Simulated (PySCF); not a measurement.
Identify the unknown among the candidates.

All candidates are C3H4FN.

- Polarisability: 45.7 au [CAM-B3LYP/def2-SVPD]
- Valence photoelectron: vertical ionisation energy: 10.25 eV [ΔSCF CAM-B3LYP/def2-SVPD]
- Rotational structure: rotational constants A, B, C: 9.921, 4.134, 2.918 GHz [PBE0-D3(BJ)/def2-SVP]
- 13C NMR: chemical shifts (computed TMS as zero) by class: 168.4 (1 C), 166.6 (1 C), 96.5 (1 C) ppm [GIAO PBE0/pcSseg-1]
- UV, strongest line: among the 10 lowest singlet transitions: S2 at 5.63 eV (220 nm, f = 0.223) [TDDFT CAM-B3LYP/def2-SVPD]
- Couplings: largest of the computed one-bond spin–spin couplings (means over like bonds): 19F–13C -335.1, 13C–1H +186.4, 13C–1H +177.2, 13C–1H +171.7, 13C–13C +99.7, 13C–13C +62.4, 15N–1H -46.4, 15N–13C -3.3 Hz [B3LYP/pcJ-1]
- Triplet: lowest triplet excitation (Tamm–Dancoff): 3.26 eV [TDA CAM-B3LYP/def2-SVPD]
- UV, first state: lowest singlet excitation: 4.65 eV (267 nm, f = 0.003) [TDDFT CAM-B3LYP/def2-SVPD]

Electronic properties: PySCF, gas phase, density fitting. Levels stand in brackets. One conformer (not necessarily the lowest) at the PBE0-D3(BJ)/def2-SVP geometry, without solvent, vibrations or thermal averaging. NMR classes are plain means over equivalent atoms (diastereotopic ones count apart unless rotation or inversion swaps them), as if these changed places fast.

Problem. Which candidate is it?
A. `C=N/C=C/F`
B. `C[C@@H](F)C#N`
C. `[H]/N=C\C(=C)F`

Solution. C. It is `[H]/N=C\C(=C)F`. Numbering: `[H]/[N:5]=[CH:4]\[C:2](=[CH2:1])[F:3]`. Its formula, C3H4FN, gives 2 degrees of unsaturation: 0 rings and 2 π bonds in the structure found. 3 carbons fall into 3 classes; from least to most shielded: imine carbon [C4] (168.4 ppm), vinylic C–F carbon [C2] (166.6 ppm), terminal =CH2 carbon [C1] (96.5 ppm). The couplings run between: -335.1 Hz, vinyl fluorine [F3] and vinylic C–F carbon [C2]; +186.4 Hz, imine carbon [C4] and its hydrogen; +177.2 Hz, terminal =CH2 carbon [C1] and its hydrogen; +171.7 Hz, terminal =CH2 carbon [C1] and its hydrogen; +99.7 Hz, terminal =CH2 carbon [C1] and vinylic C–F carbon [C2]; +62.4 Hz, vinylic C–F carbon [C2] and imine carbon [C4]; -46.4 Hz, imine nitrogen [N5] and its hydrogen; -3.3 Hz, imine nitrogen [N5] and imine carbon [C4]. S1 is mainly HOMO−1→LUMO (weight 0.96); the largest Löwdin shares of the orbital it empties are 0.61 on the imine nitrogen, 0.15 on the imine carbon, 0.08 on the N–H hydrogen and 0.06 on the vinylic C–F carbon, of the orbital it fills 0.24 on the imine nitrogen, 0.22 on the imine carbon, 0.20 on the terminal =CH2 carbon and 0.18 on the vinylic C–F carbon. The first electron is taken from the HOMO, whose largest Löwdin shares are 0.35 on the terminal =CH2 carbon, 0.26 on the vinylic C–F carbon, 0.15 on the imine nitrogen and 0.10 on the vinyl fluorine. The optimised geometry has point group Cs and is an asymmetric top.

The others, at the same levels:
- `C[C@@H](F)C#N` fails: its computed 13C shifts are 122.4 (1 C), 76.4 (1 C), 22.2 (1 C) ppm, lowest singlet excitation is 7.25 eV (171 nm, f = 0.000) (against 4.65 eV) and vertical ionisation energy is 12.43 eV (against 10.25 eV).
- `C=N/C=C/F` fails: its computed 13C shifts are 167.8 (1 C), 155.3 (1 C), 136.6 (1 C) ppm, vertical ionisation energy is 9.48 eV (against 10.25 eV) and strongest line among the 10 lowest singlet transitions is S2 at 5.87 eV (211 nm, f = 0.543) (against S2 at 5.63 eV).

Each candidate is one conformer, not necessarily the lowest. Dipoles, sizes and rotational constants follow the conformer. The torsions of the flexible species, by atom-mapped SMILES:
- `[H]/[N:5]=[CH:4]\[C:2](=[CH2:1])[F:3]`: C1–C2–C4–N5 0°
- `[CH2:1]=[N:2]/[CH:3]=[CH:4]/[F:5]`: C1–N2–C3–C4 180°

One-bond C–F couplings are unscaled; at this level they come out some 30 % too large in size.
